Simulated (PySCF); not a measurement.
Level of theory: PySCF 2.14.0 with PBE-D3(BJ)/def2-TZVP. Gas-phase values, no solvent. 

Reference species (SMILES): `C[C]=O` (neutral, multiplicity 2).

```json
{
 "highest_occupied_spin_orbital": "-4.32 eV",
 "dipole_moment": "2.47 D"
}
```

Changed species: `[C]#C` (radical fragment; the reference has radical fragment).

Predict the effect on the highest occupied spin orbital and dipole moment.

the highest occupied spin orbital falls by 3.01 eV, to -7.33 eV; the dipole moment falls by 1.50 D, to 0.97 D.
